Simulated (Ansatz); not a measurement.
System: fcc Au. Method: LDA (Ansatz, an electronic-structure program, PAW).

Settings: plane-wave cutoff 520 eV, 24×24×24 k mesh, Fermi–Dirac smearing 0.05 eV, scalar-relativistic PAW data made under PBE.

Pressure at four volumes; x = ln(V/16.581 Å³). One pressure is withheld.

```tsv
V (Å³/atom)	x	P (GPa)
15.586	-0.0619	?
15.918	-0.0408	8.84
16.581	0.0000	-0.05
17.576	0.0583	-9.58
```

Task: Pass a parabola P(x) through the three rows shown, estimate the bulk modulus and its pressure derivative near zero pressure, and predict the withheld pressure.

Result: Slopes between the rows: (-0.05 − (8.84))/(0.0000 − (-0.0408)) = -217.89 and (-9.58 − (-0.05))/(0.0583 − (0.0000)) = -163.46 GPa. Their difference over the span 0.0991 is c = 54.43/0.0991 = 549.2 GPa, so P(x) = 8.84 + (-217.89)(x − (-0.0408)) + 549.2 (x − (-0.0408))(x − (0.0000)). At the middle row B = −dP/dx = −[-217.89 + 549.2 × 0.0408] = 195.5 GPa, and B′ = dB/dP = 2c/B = 5.6. At x = -0.0619 the parabola gives 14.15 GPa; the run gives 14.27 GPa. The Birch–Murnaghan fit to the energies at all volumes has B0 = 194 GPa and B′ = 5.8.

Measured, for comparison: bulk modulus 182 GPa (0 K value with the zero-point phonon effect removed, sources range from 175 to 182; as tabulated in Mejia-Rodriguez and Trickey (2018), arXiv:1807.09216). Computed less measured: bulk modulus +7 % (+7 % to +11 % over the range).

Spin–orbit coupling is not included; it can shift volumes and moduli of such heavy elements.
